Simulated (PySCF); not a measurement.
How far each method lies from RCCSDT for BNGe⁺, doublet

Geometry: that of the BNGe, triplet, kept fixed.

```xyz
3

B     0.0000    0.0000   -1.4446
N     0.0000    0.0000   -0.1777
Ge    0.0000    0.0000    1.6223
```

Basis cc-pVDZ; PySCF 2.14.0. Only valence electrons are correlated (noble-gas cores and the filled d shells of p-block atoms frozen), which leaves 11 electrons in 39 orbitals. Prefix R: restricted or restricted open-shell reference; prefix U: unrestricted. No spin–orbit coupling is included, and no scalar relativity.

Full CI isn't at hand for all of this; RCCSDT serves as the reference. It lacks quadruple excitations, which often exceed the step from CCSD(T) to CCSDT. The frozen core follows each run's orbitals, which can shift R against U totals by a few meV for light atoms and by up to 0.1 eV past Ca.

```
UHF ⟨S²⟩                          : 0.774
T1 diagnostic (ROHF- or RHF-based CCSD)             : 0.0253
largest doubles amplitude (ROHF- or RHF-based CCSD) : 0.054
```

```tsv
level	E − E(RCCSDT) (meV)	share of correlation (%)	wall time
RHF	7873	0.00	–
RMP2	826	89.51	–
RCCSD	380	95.18	–
RCCSD(T)	23	99.71	3.4 s
```

The correlation energy at RCCSDT, counted from RHF, is -7.873 eV. That run took 7.7 min on 1 thread of Arm Neoverse V2, shared host.

Run but not shown, since their state, orbitals or frozen core can't be matched to the reference's or they repeat it: UHF, UMP2, UCCSD, UCCSD(T).

Times are those of the correlated step on a shared host, with one SCF added for the restricted CCSD run; they ran on 1 thread of Arm Neoverse V2.
